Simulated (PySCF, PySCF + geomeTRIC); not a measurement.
Another site gives an ion 53460.31 eV lower (`O=[CH][GeH3]`) at the level PBE-D3(BJ)/def2-TZVP // TPSSh-D3(BJ)/def2-TZVP (PySCF).

Method: TPSSh-D3(BJ)/def2-TZVP in PySCF + geomeTRIC. fastk is a local helper that only speeds up exchange builds. No frequencies were computed at this level.

```python
import json, numpy as np
from pyscf import gto, dft
from fastk import lowrank_exchange
atoms = """
O      1.271686    -1.162856     0.178622
C      0.749395    -0.090658     0.076270
C     -0.749395     0.090658    -0.076271
O     -1.271687     1.162856    -0.178622
H      1.312376     0.859760     0.084014
H     -1.312376    -0.859760    -0.084014
"""
def scf(charge, spin, dm0=None):
    mol = gto.M(atom=atoms, basis='def2-tzvp', ecp={}, charge=charge, spin=spin, verbose=3, max_memory=5040)
    mf = dft.KS(mol, xc='tpssh').density_fit(auxbasis="def2-universal-jkfit")
    mf.disp = 'd3bj'
    mf.grids.level = 3
    mf.conv_tol = 1e-8
    mf.max_cycle = 60
    mf.kernel(dm0)
    if not mf.converged:
        mf = mf.newton().run(mf.mo_coeff, mf.mo_occ).undo_soscf()
    return mf
mf = scf(0, 0)
from pyscf.geomopt.geometric_solver import kernel as optimize
path = []
done, mol = optimize(mf, maxsteps=80, assert_convergence=False, callback=lambda env: path.append((env["energy"], bool(env["g_scanner"].converged))))
res = dict(converged=bool(done and path[-1][1]), energy=path[-1][0], path=[e for e, c in path], xyz=mol.atom_coords(unit="Angstrom").tolist(), nao=mol.nao)
json.dump(res, open("result.json", "w"))
```

Output:

```
converged SCF energy = -227.921381790651
Geometry optimization cycle 1
converged SCF energy = -227.92138177826
cycle 1: E = -227.921381778  dE = -227.921  norm(grad) = 0.0316346
Geometry optimization cycle 2
converged SCF energy = -227.918280390807
cycle 2: E = -227.918280391  dE = 0.00310139  norm(grad) = 0.0478957
Geometry optimization cycle 3
converged SCF energy = -227.921465011479
cycle 3: E = -227.921465011  dE = -0.00318462  norm(grad) = 0.0172059
Geometry optimization cycle 4
converged SCF energy = -227.921892555375
cycle 4: E = -227.921892555  dE = -0.000427544  norm(grad) = 0.00346293
Geometry optimization cycle 5
converged SCF energy = -227.921912402967
cycle 5: E = -227.921912403  dE = -1.98476e-05  norm(grad) = 0.000962683
Geometry optimization cycle 6
converged SCF energy = -227.921912777719
cycle 6: E = -227.921912778  dE = -3.74751e-07  norm(grad) = 0.000212055
<class 'geometric.internal.Distance'> : 5
<class 'geometric.internal.Angle'> : 4
<class 'geometric.internal.OutOfPlane'> : 2
<class 'geometric.internal.Dihedral'> : 4
<class 'geometric.internal.TranslationX'> : 1
<class 'geometric.internal.TranslationY'> : 1
<class 'geometric.internal.TranslationZ'> : 1
<class 'geometric.internal.RotationA'> : 1
<class 'geometric.internal.RotationB'> : 1
<class 'geometric.internal.RotationC'> : 1
Step    0 : Gradient = 1.291e-02/1.800e-02 (rms/max) Energy = -227.9213817783
Step    1 : Displace = 5.140e-02/6.307e-02 (rms/max) Trust = 1.000e-01 (=) Grad = 1.955e-02/2.715e-02 (rms/max) E (change) = -227.9182803908 (+3.101e-03) Quality = -2.160
Step    2 : Displace = 2.453e-02/2.825e-02 (rms/max) Trust = 2.570e-02 (x) Grad = 7.024e-03/9.054e-03 (rms/max) E (change) = -227.9214650115 (-8.323e-05) Quality = 0.076
Step    3 : Displace = 1.235e-02/1.825e-02 (rms/max) Trust = 1.226e-02 (-) Grad = 1.414e-03/1.944e-03 (rms/max) E (change) = -227.9218925554 (-4.275e-04) Quality = 0.945
Step    4 : Displace = 3.255e-03/4.190e-03 (rms/max) Trust = 1.734e-02 (+) Grad = 3.930e-04/5.413e-04 (rms/max) E (change) = -227.9219124030 (-1.985e-05) Quality = 0.991
Step    5 : Displace = 2.212e-04/3.109e-04 (rms/max) Trust = 2.453e-02 (+) Grad = 8.657e-05/1.346e-04 (rms/max) E (change) = -227.9219127777 (-3.748e-07) Quality = 0.763
Converged! =D
```

Cost: about 80 core-seconds (a rough figure).
